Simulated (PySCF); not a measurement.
# Trend along the third period: MLi molecules

CCSD(T) with double-zeta basis sets in PySCF, for the lowest determinant that a PBE0 search found; no spin–orbit coupling. De refers to high-spin ground-configuration atoms.

| M | basis | reference, frozen orbitals | state (unpaired electrons) | Re (Å) | ωe (cm⁻¹) | De (eV) |
| --- | --- | --- | --- | --- | --- | --- |
| Na | jorge-DZP-DKH | RHF, 1 | singlet (closed shell) | 2.927 | 249 | 0.86 |
| Mg | def2-SVP | ROHF, 1 | doublet (σ ↑) | 3.252 | 147 | 0.13 |
| Si | x2c-SVPall | UHF, 5 | quartet (σ ↑, π ↑↑) | 2.376 | 451 | 1.53 |
| P | def2-SVPD | UHF, 5 | triplet (π ↑↑) | 2.371 | 465 | 1.36 |
| S | aug-cc-pVDZ/aug-cc-pV(D+d)Z | UHF, 5 | doublet (π ↑) | 2.176 | 546 | 2.89 |

The shortest bond is that of LiS (2.176 Å), the longest that of LiMg (3.252 Å). LiS is bound most strongly (2.89 eV) and LiMg least (0.13 eV).

The rows differ in basis set, which adds steps of its own.

The state changes along the series, so neighbouring rows are not always alike in their bonding.

Correlated steps freeze the inner cores (1 to 5 orbitals); shallow outer-core shells are correlated. UHF and ROHF references stand side by side, which adds small steps between rows. Weak bonds: LiMg. Basis-set superposition, not corrected here, can be much of De in a small basis, most of all at correlated wavefunction levels. Where the molecule has an RHF reference, its open-shell atoms are computed with UHF. States were picked by a PBE0 search and need not be the measured ground states.
